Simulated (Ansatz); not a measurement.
**[NH4]+ (ammonium): levels of theory compared**

Wanted: a comparison of 6 runs (HF/3-21G, UPBE0/3-21G, revPBE/6-31G, MP2/6-31G, UCCSD(T)/3-21G, FCI/3-21G) of [NH4]+ (ammonium). 

The results are computed with Ansatz 0.2.0.

2 further runs of the same task are left out: 1 that didn't finish, 1 set aside as unsound or not needed.

## 1. Starting point

[NH4]+ has 5 atoms, charge +1, and is taken as a singlet. SMILES: `[NH4+]`. The H2–N1 distance was set to 1.287 Å, away from the relaxed value.

Bond lengths: N1–H3 1.029 Å, N1–H4 1.030 Å, N1–H5 1.030 Å. Angles: H3–N1–H4 109.5°, H3–N1–H5 109.4°, H4–N1–H5 109.5°.

## 2. The energy at HF/3-21G (run 1)

run.yaml reads:

```yaml
basis:
  gaussian:
    orbitals: 3-21G.json
crystal:
  periodic: [false, false, false]
  atoms:
    - {symbol: N, position_ang: [-0.113881, 0.112756, -0.201449]}
    - {symbol: H, position_ang: [0.455870, -0.450720, 0.805650]}
    - {symbol: H, position_ang: [-1.091861, 0.330246, 0.035111]}
    - {symbol: H, position_ang: [-0.089881, -0.524644, -1.009659]}
    - {symbol: H, position_ang: [0.383919, 0.983186, -0.435409]}
total_charge: 1
hamiltonian:
  xc: hf
accuracy: high
```

The basis set 3-21G is read from a file made from the Basis Set Exchange's data (not shown).

On the command line:

```console
$ ansatz run run.yaml --threads 1 --pin off --max-ram 2610MiB --events-out events.jsonl --progress --plain --runs-dir runs
```

The log of the run:

```text
Warning: RAYON_NUM_THREADS=1 ignored (pool sized by the plan → 1); use --threads N
Functional definition: HF
  name "HF"
  exchange = exact_x
  correlation = 0
337 factors; integrals over basis functions are off by at most 5.2e-9 eV
mean field evaluation 1: about -1526.3172 eV, gradient 4.0e1 eV
mean field evaluation 2: about -1526.3129 eV, gradient 4.0e1 eV
mean field evaluation 4: about -1529.2493 eV, gradient 1.1e0 eV
mean field evaluation 8: about -1529.2532 eV, gradient 1.5e-4 eV
mean field -1529.25321037 eV, -56.1990189160 hartree, gradient 1.3e-8 eV, S^2 0.000000; 0 other end points of the search recorded, 0 dependent functions left out
reference -1529.25321037 eV, -56.1990189160 hartree; 5, 5 occupied and 12, 12 virtual orbitals, 337 factors
Total energy: -1529.25321037 eV, -56.1990189160 hartree
```

Wall time 0.06 s (1 thread of Intel Xeon 6975P-C (Granite Rapids), shared host).

## 3. The energy at UPBE0/3-21G (run 2)

input.yaml reads:

```yaml
crystal:
  periodic: [false, false, false]
  atoms:
    - {symbol: N, position_ang: [-0.113881, 0.112756, -0.201449]}
    - {symbol: H, position_ang: [0.455870, -0.450720, 0.805650]}
    - {symbol: H, position_ang: [-1.091861, 0.330246, 0.035111]}
    - {symbol: H, position_ang: [-0.089881, -0.524644, -1.009659]}
    - {symbol: H, position_ang: [0.383919, 0.983186, -0.435409]}
basis:
  gaussian:
    orbitals: 3-21G.json
total_charge: 1
magnetization:
  spin_polarized: true
  initial_magnetization: 0
hamiltonian:
  xc: {name: PBE0}
accuracy: high
```

The basis set 3-21G is read from a file made from the Basis Set Exchange's data (not shown).

On the command line:

```console
$ ansatz run input.yaml --threads 1 --pin off --max-ram 2610MiB --events-out events.jsonl --progress --plain --runs-dir runs
```

The log of the run:

```text
Warning: RAYON_NUM_THREADS=1 ignored (pool sized by the plan → 1); use --threads N
Functional definition: PBE0
  name "PBE0"
  parameter a = 0.25
  parameter kappa = 0.804
  parameter beta = 0.06672455060314922
  exchange = (1 - a)*pbe_x(kappa = kappa, mu = beta*pi^2/3) + a*exact_x
  correlation = pbe_c(beta = beta)
337 factors; integrals over basis functions are off by at most 5.2e-9 eV
mean field evaluation 1: about -1528.3140 eV, gradient 5.0e1 eV
mean field evaluation 2: about -1523.6350 eV, gradient 5.6e1 eV
mean field evaluation 4: about -1537.4106 eV, gradient 1.6e-1 eV
mean field evaluation 8: about -1537.3970 eV, gradient 2.6e-3 eV
mean field -1537.39698403 eV, -56.4982970779 hartree, gradient 6.6e-8 eV, S^2 0.000000; 0 other end points of the search recorded, 0 dependent functions left out
reference -1537.39698514 eV, -56.4982971188 hartree; 5, 5 occupied and 12, 12 virtual orbitals, 337 factors
Total energy: -1537.39698514 eV, -56.4982971188 hartree
```

It took 0.46 s on 1 thread of Intel Xeon 6975P-C (Granite Rapids), shared host; peak memory 0.11 GiB.

Run 3 isn't shown in full; the table further down has it.

## 4. The energy at MP2/6-31G (run 4)

job.yaml reads:

```yaml
crystal:
  periodic: [false, false, false]
  atoms:
    - {symbol: N, position_ang: [-0.113881, 0.112756, -0.201449]}
    - {symbol: H, position_ang: [0.455870, -0.450720, 0.805650]}
    - {symbol: H, position_ang: [-1.091861, 0.330246, 0.035111]}
    - {symbol: H, position_ang: [-0.089881, -0.524644, -1.009659]}
    - {symbol: H, position_ang: [0.383919, 0.983186, -0.435409]}
basis:
  gaussian:
    orbitals: 6-31G
accuracy: high
correlation:
  method: mp2
  frozen_orbitals: {H: 0, "N": 1}
total_charge: 1
```

On the command line:

```console
$ ansatz run job.yaml --threads 1 --pin off --max-ram 2610MiB --events-out events.jsonl --progress --plain --runs-dir runs
```

The log of the run:

```text
Warning: RAYON_NUM_THREADS=1 ignored (pool sized by the plan → 1); use --threads N
[... 4 set-up lines as earlier in the session ...]
407 factors; integrals over basis functions are off by at most 3.2e-9 eV
mean field evaluation 1: about -1533.0250 eV, gradient 4.4e1 eV
mean field evaluation 2: about -1533.0219 eV, gradient 4.4e1 eV
mean field evaluation 4: about -1536.8181 eV, gradient 1.2e0 eV
mean field evaluation 8: about -1536.8234 eV, gradient 2.8e-4 eV
mean field -1536.82336805 eV, -56.4772170796 hartree, gradient 1.1e-8 eV, S^2 0.000000; 0 other end points of the search recorded, 0 dependent functions left out
1 core orbitals not correlated: weight in the atoms' cores, before any rotation towards them, 1.000 or more for the frozen orbitals, at most 0.000 for the correlated occupied ones
reference -1536.82336805 eV, -56.4772170796 hartree; 4, 4 occupied and 12, 12 virtual orbitals, 407 factors
second order -3.41592851 eV of doubles, -0.00000000 eV of singles
Total energy: -1540.23929656 eV, -56.6027501370 hartree
```

It took 0.08 s on 1 thread of Intel Xeon 6975P-C (Granite Rapids), shared host.

Run 5 isn't shown in full; the table further down has it.

## 5. A single-point energy at FCI/3-21G (run 6)

job.yaml reads:

```yaml
crystal:
  periodic: [false, false, false]
  atoms:
    - {symbol: "N", position_ang: [-0.113881, 0.112756, -0.201449]}
    - {symbol: H, position_ang: [0.455870, -0.450720, 0.805650]}
    - {symbol: H, position_ang: [-1.091861, 0.330246, 0.035111]}
    - {symbol: H, position_ang: [-0.089881, -0.524644, -1.009659]}
    - {symbol: H, position_ang: [0.383919, 0.983186, -0.435409]}
basis:
  gaussian: {orbitals: 3-21G.json}
total_charge: 1
correlation: {method: fci, frozen_orbitals: {H: 0, "N": 1}}
accuracy: high
```

The basis set 3-21G is read from a file made from the Basis Set Exchange's data (not shown).

On the command line:

```console
$ ansatz run job.yaml --threads 1 --pin off --max-ram 2610MiB --events-out events.jsonl --progress --plain --runs-dir runs
```

The log of the run:

```text
Warning: RAYON_NUM_THREADS=1 ignored (pool sized by the plan → 1); use --threads N
[... 4 set-up lines as earlier in the session ...]
337 factors; integrals over basis functions are off by at most 5.2e-9 eV
mean field evaluation 1: about -1526.3172 eV, gradient 4.0e1 eV
mean field evaluation 2: about -1526.3129 eV, gradient 4.0e1 eV
mean field evaluation 4: about -1529.2493 eV, gradient 1.1e0 eV
mean field evaluation 8: about -1529.2532 eV, gradient 1.5e-4 eV
mean field -1529.25321037 eV, -56.1990189160 hartree, gradient 1.3e-8 eV, S^2 0.000000; 0 other end points of the search recorded, 0 dependent functions left out
1 core orbitals not correlated: weight in the atoms' cores, before any rotation towards them, 1.000 or more for the frozen orbitals, at most 0.000 for the correlated occupied ones
reference -1529.25321037 eV, -56.1990189160 hartree; 4, 4 occupied and 12, 12 virtual orbitals, 337 factors
state -1533.12433602 eV, -56.3412801599 hartree
Total energy: -1533.12433602 eV, -56.3412801599 hartree
```

Run time: 6.3 s. Hardware: 1 thread of Intel Xeon 6975P-C (Granite Rapids), shared host; peak memory 0.32 GiB.

## 6. Overview of the runs

```tsv
run	level	frozen core orbitals	energy (Eh)	wall time
1	HF/3-21G	–	-56.199019	0.06 s
2	UPBE0/3-21G	–	-56.498297	0.46 s
3	revPBE/6-31G	–	-56.840992	0.32 s
4	MP2/6-31G	1	-56.602750	0.08 s
5	UCCSD(T)/3-21G	1	-56.340999	0.12 s
6	FCI/3-21G	1	-56.341280	6.3 s
```

## 7. Results

```
                                         quantity         value
                              run 6: total energy  -56.34128 Eh
run 6: correlation energy (1 core orbital frozen)    -142.3 mEh
```

**Reading.** Against full CI in this basis: HF +142.3 mEh; UCCSD(T) +0.3 mEh. Totals of different functionals can't be ranked against each other. All runs together took 7.3 s, the longest 6.3 s.
